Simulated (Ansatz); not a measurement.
C4H6O (`CC1(O)C=C1`). Total charge 0; spin multiplicity 1. Geometry: relaxed with PBE0-D4/def2-TZVP. It is one conformer, not always the lowest.

```xyz
11

C     1.054    0.539    0.753
C    -0.147    0.175   -0.073
O    -0.844    1.363   -0.372
C    -0.887   -1.098    0.064
C    -0.183   -0.958   -1.022
H     1.628   -0.351    1.009
H     0.744    1.038    1.674
H     1.698    1.229    0.202
H    -1.613    1.129   -0.900
H    -1.573   -1.701    0.640
H     0.123   -1.365   -1.975
```

(1) What is the dipole moment at ωB97M-V/def2-TZVPP? (Estimate.)

(2) And with PBE, r2SCAN, B3LYP? (Best estimate.)

(3) Give the Mulliken charges with ωB97M-V, r2SCAN, B3LYP in def2-TZVPP. (Estimate.)

Answers

(1) The calculation gave: 1.90 D, with components (-0.51, -1.75, -0.55) D in this frame, pointing from negative to positive charge.

(2) The calculation gave: PBE 1.74 D, r2SCAN 1.81 D, B3LYP 1.86 D.

(3) Ansatz gave: 
| atom | ωB97M-V | r2SCAN | B3LYP |
| --- | --- | --- | --- |
| C1 | -0.29 | -0.15 | -0.23 |
| C2 | 0.15 | 0.26 | 0.20 |
| O3 | -0.32 | -0.36 | -0.34 |
| C4 | -0.17 | -0.17 | -0.19 |
| C5 | -0.17 | -0.17 | -0.19 |
| H6 | 0.09 | 0.04 | 0.07 |
| H7 | 0.11 | 0.05 | 0.08 |
| H8 | 0.11 | 0.05 | 0.08 |
| H9 | 0.16 | 0.19 | 0.17 |
| H10 | 0.16 | 0.13 | 0.17 |
| H11 | 0.16 | 0.13 | 0.17 |

B3LYP here is the variant with VWN-RPA as its local correlation; programs differ in this.
